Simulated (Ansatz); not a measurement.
**B2H4: composite energy at a relaxed geometry from a Python script**

A script is to give a composite energy at a relaxed geometry; the system is B2H4. SMILES: BB.

Computed with Ansatz 0.2.0 through its Python package. The levels of theory stand in the script.

### Step 1. Starting point

Bond lengths: B1–B2 1.680 Å, B1–H3 1.163 Å, B1–H4 1.173 Å, B2–H5 1.194 Å, B2–H6 1.189 Å. Angles: B1–B2–H5 119.6°, B1–B2–H6 120.6°, H5–B2–H6 119.7°, B2–B1–H3 119.6°, B2–B1–H4 116.7°, H3–B1–H4 123.3°.

No structure file is read: the coordinates are typed or built in the script.

### Step 2. The code

Input file composite_b2h4.py:

```python
import ansatz as az
import numpy as np

params = {
    "basis": "def2-SVP",
    "functional": "r2scan",
}


def main() -> None:
    geometry_ang = [
        ("B", (-0.2087, -0.8362, -0.0744)),
        ("B", (0.2382, 0.7761, 0.0785)),
        ("H", (-0.6206, -1.4077, 0.8505)),
        ("H", (-0.2084, -1.2827, -1.1586)),
        ("H", (0.5746, 1.3897, -0.8889)),
        ("H", (0.2671, 1.2968, 1.1468)),
    ]
    geometry = az.Crystal.molecule()
    for symbol, xyz in geometry_ang:
        geometry = geometry.atom(symbol, xyz)

    job = (
        geometry.calculation()
        .basis(gaussian=params["basis"])
        .functional(params["functional"])
    )
    symbols = [site.symbol for site in geometry.cartesian_sites]
    start = np.array([site.position_ang for site in geometry.cartesian_sites], dtype=float)
    r = job.relax(force_tolerance=0.01).run().report
    end = np.array(r["positions_ang"])
    print("final positions (A) and the move of each atom")
    for symbol, xyz, old in zip(symbols, end, start):
        print(f"{symbol:2s} {xyz[0]:10.5f} {xyz[1]:10.5f} {xyz[2]:10.5f}   {np.linalg.norm(xyz - old):7.4f}")

    minimum = az.Crystal.molecule()
    for symbol, place in zip(symbols, end):
        minimum = minimum.atom(symbol, place.tolist())
    at_minimum = minimum.calculation()
    level = lambda method, basis: at_minimum.basis(gaussian=basis).correlation(method).run().report
    small, large, cluster = level("mp2", "cc-pVDZ"), level("mp2", "cc-pVTZ"), level("ccsd_t", "cc-pVDZ")
    corr = lambda each: (each["free_energy_ev"] - each["reference_energy_ev"]) / 27.211386246
    mp2_limit = (27 * corr(large) - 8 * corr(small)) / 19
    pieces = {"HF / cc-pVTZ": large["reference_energy_ev"] / 27.211386246, "MP2 correlation, DZ-TZ limit": mp2_limit, "CCSD(T) - MP2 / cc-pVDZ": corr(cluster) - corr(small)}
    for name, value in pieces.items():
        print(f"{name:32s} {value:14.6f} Ha")
    print(f"{'sum':32s} {sum(pieces.values()):14.6f} Ha")
    print("T1 diagnostic", round(cluster["correlation"]["coupled_cluster"]["t1_diagnostic"], 4))


if __name__ == "__main__":
    main()
```

### Step 3. The input behind the calls

The package turns the script's settings into the engine's input (first run):

```yaml
crystal:
  periodic: [false, false, false]
  atoms:
    - { symbol: B, position_ang: [-0.2087, -0.8362, -0.0744] }
    - { symbol: B, position_ang: [0.2382, 0.7761, 0.0785] }
    - { symbol: H, position_ang: [-0.6206, -1.4077, 0.8505] }
    - { symbol: H, position_ang: [-0.2084, -1.2827, -1.1586] }
    - { symbol: H, position_ang: [0.5746, 1.3897, -0.8889] }
    - { symbol: H, position_ang: [0.2671, 1.2968, 1.1468] }
basis:
  gaussian:
    orbitals: def2-SVP
hamiltonian:
  xc: r2scan
relax:
  f_tol: 0.01
```

### Step 4. Running it

Launch:

```sh
python composite_b2h4.py
```

Output:

```text
final positions (A) and the move of each atom
B    -0.23031   -0.78923   -0.08704    0.0532
B     0.24054    0.76897    0.07216    0.0098
H    -1.22261   -1.22830    0.45348    0.7431
H     0.39601   -1.58399   -0.75509    0.7867
H    -0.12819    1.63934   -0.68693    0.7727
H     0.98677    1.12921    0.95732    0.7628
HF / cc-pVTZ                         -51.650780 Ha
MP2 correlation, DZ-TZ limit          -0.220152 Ha
CCSD(T) - MP2 / cc-pVDZ               -0.043145 Ha
sum                                  -51.914077 Ha
T1 diagnostic 0.0114
```

Wall time 9.9 s (1 thread of Arm Neoverse V2, shared host); peak memory 0.21 GiB.

Lines on the test bed's own set-up are left out of the output.

### Step 5. The relaxation of run 0, step by step

Relaxation path:

```csv
step,E - E(step 1) (eV),largest force component (eV/Å)
1,0.0000,0.9310
2,-0.0414,1.5224
3,-0.3099,0.3933
4,-0.4951,0.8547
5,-0.7915,0.8002
6,-0.8881,0.9115
7,-0.9057,0.0714
8,-0.9060,0.0082
```

Step 1 is the start.

Before: Bond lengths: B1–B2 1.680 Å, B1–H3 1.163 Å, B1–H4 1.173 Å, B2–H5 1.194 Å, B2–H6 1.189 Å. Angles: B1–B2–H5 119.6°, B1–B2–H6 120.6°, H5–B2–H6 119.7°, B2–B1–H3 119.6°, B2–B1–H4 116.7°, H3–B1–H4 123.3°.

After: Bond lengths: B1–B2 1.636 Å, B1–H3 1.212 Å, B1–H4 1.213 Å, B2–H5 1.212 Å, B2–H6 1.212 Å. Angles: B1–B2–H5 122.4°, B1–B2–H6 122.1°, H5–B2–H6 115.5°, B2–B1–H3 122.5°, B2–B1–H4 122.0°, H3–B1–H4 115.5°.

Run 0 is this relaxation; the runs after it count from 1.

### Step 6. Run by run

The 3 runs, in the order started:

| run | basis | method | energy (eV) | iterations in all | CPU time (s) |
| --- | --- | --- | --- | --- | --- |
| 1 | cc-pVDZ | mp2 | -1409.5987 | 9 | 0.12 |
| 2 | cc-pVTZ | mp2 | -1411.0396 | 10 | 0.52 |
| 3 | cc-pVDZ | ccsd_t | -1410.7728 | 14 | 0.3 |

### Step 7. What came out

| quantity | value |
| --- | --- |
| T1 diagnostic | 0.0114 |
| composite energy | -51.914077 Ha |
| runs compared | 3 |

All 3 runs converged, in 9 to 14 cycles. A T1 diagnostic under about 0.02 supports a single-reference treatment, as here. Run 0: The relaxation took 7 moves; the largest shift is 0.787 Å, of atom 4 (H). What to keep in mind:
- The sum leaves out core correlation, relativity, the Hartree-Fock basis error and zero-point energy; a DZ-TZ extrapolation is rough.
- Inner cores stay frozen, so this is valence correlation.
